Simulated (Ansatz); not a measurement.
For B (model structure, started from the beta-Sn type, I4₁/amd, No. 141, 2 atoms in the cell), PBE (PAW; Ansatz, a program for electronic structure) gives:

lattice constant a: 4.454 Å
c axis length: 1.598 Å

Task: What does r²SCAN (plane waves, PAW; Ansatz) give for the same quantities?

Result: 
- lattice constant a: 4.560 Å (rises by 2.4 %)
- lattice parameter c: 1.587 Å (shrinks by 0.7 %)

Changes are worked out from the printed values.

Unless a cell is named, each level is at its own relaxed cell (PBE 7.93, r²SCAN 8.25 Å³/atom).

Ansatz's density-functional and Hartree–Fock values are scalar-relativistic unless marked +SOC, with PAW data made under PBE.

A model structure was made by putting elements into a prototype or built by hand; it is no filed structure, need not be a known phase, and can be a saddle point held by its symmetry.
